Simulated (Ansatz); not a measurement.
**HAlSi, singlet along the scale of all distances**

Starting geometry (PBE0/def2-TZVP stationary point for this spin, not checked as a minimum):

```xyz
3

Si    0.0000    0.0000    2.1008
Al    0.0000    0.0000   -0.2530
H     0.0000    0.0000   -1.8478
```

From there all distances are scaled together; atoms are numbered as listed. Energies are in kJ/mol, counted from the starting geometry at the same level. Kohn–Sham curves are unrestricted where that lies lower, except RKS.

Basis 6-31G; Ansatz 0.2.0. Only valence electrons are correlated (noble-gas cores frozen).

The determinant fills πx and πy unequally, so it is a mixture of Σ and Δ, which weighs on every level built on one determinant.

Full CI is exact within this basis and frozen core; it isn't the basis-set limit.

| scale of all distances | RKS PBE0 |
| --- | --- |
| 0.874 | 125.2 |
| 1.000 | 0.0 |
| 1.121 | 27.9 |
| 1.326 | 164.0 |
| 1.518 | 282.2 |
| 1.747 | 384.9 |
| 1.973 | 457.4 |
| 2.399 | 550.3 |

Task: Estimate the full CI curve in 6-31G from this one, knowing how RKS PBE0 errs.

Result: The computed full CI values, in kJ/mol from the starting point, and the error of RKS PBE0 against them:
| scale of all distances | full CI | RKS PBE0 less full CI |
| --- | --- | --- |
| 0.874 | 147.9 | -22.7 |
| 1.000 | 0.0 | 0.0 |
| 1.121 | 7.7 | 20.3 |
| 1.326 | 113.8 | 50.2 |
| 1.518 | 207.6 | 74.6 |
| 1.747 | 281.4 | 103.5 |
| 1.973 | 304.9 | 152.5 |
| 2.399 | 307.4 | 242.9 |

RKS PBE0 keeps both spins in the same orbitals, so it can't give open-shell fragments and ends 242.9 kJ/mol too high at 2.399.

In so small a basis the reference is far from its limit while semilocal and hybrid functionals are nearer theirs, so the functionals' errors here hold much of the reference's basis and frozen-core error, which can add to them or hide them.
